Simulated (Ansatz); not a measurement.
# MgSi (triplet): wave-function methods side by side, cc-pVDZ

The task here is to estimate one member of a computed series from the others.

Program: Ansatz 0.2.0, Gaussian basis. Level of theory: cc-pVDZ, core rule «outside noble gas», up to 10 orbitals frozen. These are calculated values, not measurements.

To be run: UHF; CCSD(T) on ROHF; CCSD(T) on UHF; BCCD(T) on ROHF; CISD; CCSDT(Q) on ROHF; CCSDT(Q) on UHF; CISDTQ; Full CI.

20 further runs of the same task are left out: 7 for a known fault of the program, 6 that didn't finish, 7 set aside as unsound or not needed.

## What is computed

The geometry is a PBE0/def2-TZVP stationary point (not a proven minimum) of the parent state, kept for this charge and spin.

2 atoms, charge 0, spin multiplicity 3.

Atoms are counted from 1 here; the program's logs count them from 0.

Bond lengths: Si1–Mg2 2.532 Å.

The first run:

in.yaml reads:

```yaml
crystal:
  periodic: [false, false, false]
  atoms:
    - {symbol: Si, position_ang: [0.000000, 0.000000, 0.000000]}
    - {symbol: Mg, position_ang: [0.000000, 0.000000, 2.532400]}
basis:
  gaussian: {orbitals: cc-pVDZ}
magnetization: {spin_polarized: true, initial_magnetization: 2}
hamiltonian: {xc: hf}
output: {orbitals: {seedname: orbitals}}
```

Run with:

```console
$ ansatz run in.yaml --threads 1 --pin off --events-out ev --progress --plain --max-ram 2393MiB
```

Among the steps run: UHF; CCSD(T) on ROHF; CCSD(T) on UHF; BCCD(T) on ROHF; CISD; CCSDT(Q) on ROHF; CCSDT(Q) on UHF; CISDTQ; Full CI.

One table of the session follows, with a row left open; its other results are not shown here.

It belongs to the step «Misses and costs». 

| method | from FCI (meV) |
| --- | --- |
| ROHF | +3459.4 |
| UHF | +2810.4 |
| RMP2 | ? |
| UMP2 | +941.9 |
| CISD | +387.0 |
| RCCSD | +223.9 |
| UCCSD | +212.9 |
| RCCSD(T) | +61.3 |
| UCCSD(T) | +85.2 |
| BCCD(T) | +64.9 |
| RCCSDT | +14.7 |
| UCCSDT | +13.0 |
| CISDTQ | +6.9 |
| RCCSDT(Q) | +2.2 |
| UCCSDT(Q) | +0.6 |
| FCI | 0 |

**Question.** Estimate the row for RMP2.

As computed: from FCI (meV): +960.1. In the column «from FCI (meV)» it lies between UMP2 (+941.9) and UHF (+2810.4).

Caveats from the session: The determinant is far from a pure spin state, so its energy mixes those of several spin states (harmless only where they are near-degenerate, as at dissociation). Levels on UHF freeze UHF's core orbitals, full CI those of ROHF, so the U rows can settle a little off it for that reason alone. Restricted and unrestricted rows rest on different reference determinants; where their highest levels disagree by more than a few hundredths of an eV, they describe different states and don't form one ladder.
